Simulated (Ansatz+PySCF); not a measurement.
# singlet C₄H₄: levels of theory in one basis

```xyz
8

C     0.6678    0.7833    0.0000
C    -0.6678    0.7833    0.0000
C    -0.6678   -0.7833    0.0000
C     0.6678   -0.7833    0.0000
H     1.4408    1.5532    0.0000
H    -1.4408    1.5532    0.0000
H    -1.4408   -1.5532    0.0000
H     1.4408   -1.5532    0.0000
```

Basis set: def2-SVP (spherical functions). Frozen core: 4 orbitals. Charge 0, multiplicity 1.

Computed with Ansatz (development build ahead of 0.2.0); each method stands on the lowest determinant of its kind that the runs found. NEVPT2 correlates all electrons. Active spaces start from the frontier orbitals, and the lowest solution found is given.

```tsv
method	E − E(RHF) (eV)	<S²> of the determinant
RHF	0.00	0.00
UHF	-0.75	0.97
RHF-MP2	-14.23	–
UHF-MP2	-13.39	0.97
RHF-CCSD(T)	-15.92	–
CASSCF(4,4)	-1.82	–
CASSCF(2,2)	-0.89	–
SC-NEVPT2(4,4)	-14.74	–
SC-NEVPT2(2,2)	-14.57	–
```

Question: What does RHF-CCSD give on the same scale?

Answer: -15.25 eV.

Question: Is a single determinant a sound starting point here?

Answer: It is doubtful. Unrestricted orbitals lower Hartree–Fock by 0.75 eV and <S²> is 0.97 where a pure state has 0.00, a sign of strong static correlation. The CASSCF(4,4) natural occupations are 1.92, 1.83, 0.17, 0.08. The CASSCF(2,2) natural occupations are 1.88, 0.12.

Caution for RHF, RHF-MP2, RHF-CCSD, RHF-CCSD(T): an unrestricted determinant lies well below. Caution for UHF, UHF-MP2: the unrestricted determinant is a mixture of spin states; the determinant breaks the point group. Caution for UHF-MP2: another reference gives a lower total. Caution for CASSCF(4,4), CASSCF(2,2), SC-NEVPT2(4,4): other starts end on other solutions of this active space.
